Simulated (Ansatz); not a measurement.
Input for Ansatz (development build ahead of 0.2.0):

```yaml
crystal:
  periodic: [false, false, false]
  atoms:
    - { symbol: C, position_ang: [0.00761, 0.02472, -0.00852] }
    - { symbol: O, position_ang: [-0.00902, 0.00412, 1.22104] }
    - { symbol: H, position_ang: [-0.0034, 0.89261, -0.57884] }
    - { symbol: H, position_ang: [0.00482, -0.92146, -0.59518] }
basis:
  gaussian: { orbitals: def2-TZVP }
hamiltonian:
  xc: hf
```

The input is written out in the form of the current development build from the run's settings.

Output:

```yaml
Converged: yes
Total_energy: -113.91086 hartree
Spin_squared_of_the_determinant: 0.000
```
